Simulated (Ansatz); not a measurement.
The input, for Ansatz 0.2.0:

```yaml
crystal:
  periodic: [false, false, false]
  atoms:
    - {symbol: P, position_ang: [0.084376, 0.005225, -2.148902]}
    - {symbol: Si, position_ang: [-0.080498, 0.013599, -0.035109]}
    - {symbol: Si, position_ang: [-0.003878, -0.018825, 2.184011]}
basis:
  gaussian: {orbitals: cc-pVDZ}
magnetization: {spin_polarized: true, initial_magnetization: 3}
correlation: {method: ccsdt_q, electrons: outside_noble_gas}
```

```sh
$ ansatz run in.yaml --threads 1 --pin off --events-out ev --progress --plain --max-ram 2393MiB
```

Output:

```
998 factors; integrals over basis functions are off by at most 1.4e-7 eV
mean field evaluation 1: about -24989.7434 eV, gradient 1.1e1 eV
mean field evaluation 2: about -24989.9891 eV, gradient 1.1e1 eV
mean field evaluation 4: about -24991.8426 eV, gradient 3.3e0 eV
mean field evaluation 8: about -24992.8463 eV, gradient 9.3e-1 eV
mean field evaluation 16: about -24992.9792 eV, gradient 2.4e-4 eV
mean field evaluation 32: about -24992.9634 eV, gradient 3.1e-1 eV
mean field evaluation 64: about -24993.4885 eV, gradient 7.1e-2 eV
mean field evaluation 96: about -24993.4897 eV, gradient 3.4e-1 eV
mean field evaluation 128: about -24993.4886 eV, gradient 7.5e-2 eV
mean field evaluation 160: about -24993.4905 eV, gradient 2.7e-1 eV
...
mean field -24993.49201107 eV, -918.4938902093 hartree, gradient 1.5e-6 eV, S^2 4.029987; 22 other end points of the search recorded, 0 dependent functions left out
determinant -24993.49201107 eV, -918.4938902093 hartree, with singles and doubles -25000.72533330 eV, -918.7597098983 hartree
determinant -24993.48878269 eV, -918.4937715687 hartree, with singles and doubles -25000.72532705 eV, -918.7597096688 hartree
determinant -24992.97923074 eV, -918.4750458800 hartree, with singles and doubles -25000.19347328 eV, -918.7401644034 hartree
determinant -24991.53954320 eV, -918.4221383387 hartree, with singles and doubles -24998.41285241 eV, -918.6747277933 hartree
determinant -24991.43739092 eV, -918.4183843117 hartree, with singles and doubles -24998.32503698 eV, -918.6715006358 hartree
determinant -24991.03883556 eV, -918.4037376723 hartree, with singles and doubles -24998.39103974 eV, -918.6739261923 hartree
determinant -24991.00210517 eV, -918.4023878555 hartree, with singles and doubles -24998.20464524 eV, -918.6670763208 hartree
determinant -24990.76364971 eV, -918.3936247789 hartree, with singles and doubles -24998.37713212 eV, -918.6734150969 hartree
determinant -24990.41057817 eV, -918.3806496389 hartree, with singles and doubles -24997.72430471 eV, -918.6494241319 hartree
determinant -24990.24268123 eV, -918.3744795405 hartree, with singles and doubles -24997.57057782 eV, -918.6437747728 hartree
determinant -24993.49201107 eV, -918.4938902093 hartree, with singles and doubles -25000.73071865 eV, -918.7599078065 hartree
determinant -24993.48878269 eV, -918.4937715687 hartree, with singles and doubles -25000.73061800 eV, -918.7599041075 hartree
determinant -24992.97923074 eV, -918.4750458800 hartree, with singles and doubles -25000.09180636 eV, -918.7364282130 hartree
15 core orbitals not correlated: weight in the atoms' cores, before any rotation towards them, 1.000 or more for the frozen orbitals, at most 0.000 for the correlated occupied ones
reference -24993.48878269 eV, -918.4937715686 hartree; 8, 5 occupied and 31, 34 virtual orbitals, 998 factors
second order -5.93371380 eV of doubles, -0.00000000 eV of singles
...
cycle  22  -7.71401322 eV  change   -9.9e-6 eV  update   7.0e-5
cycle  23  -7.71406782 eV  change   -5.5e-5 eV  update   4.8e-5
cycle  24  -7.71409754 eV  change   -3.0e-5 eV  update   3.2e-5
cycle  25  -7.71411612 eV  change   -1.9e-5 eV  update   2.1e-5
cycle  26  -7.71413976 eV  change   -2.4e-5 eV  update   1.4e-5
cycle  27  -7.71414614 eV  change   -6.4e-6 eV  update   8.3e-6
cycle  28  -7.71414476 eV  change    1.4e-6 eV  update   4.9e-6
cycle  29  -7.71414438 eV  change    3.8e-7 eV  update   3.0e-6
cycle  30  -7.71414199 eV  change    2.4e-6 eV  update   1.7e-6
cycle  31  -7.71414063 eV  change    1.4e-6 eV  update   1.2e-6
perturbative correction -0.04460311 eV, -0.0016391339 hartree
Total energy: -25001.24752642 eV, -918.7789001418 hartree
```

The determinant's ⟨S²⟩ is 4.03 against 3.75 for a pure state. The T1 diagnostic is 0.051.

Ran on 1 thread of Arm Neoverse V1, shared host: 1.7 min wall, 0.49 GiB peak host memory.
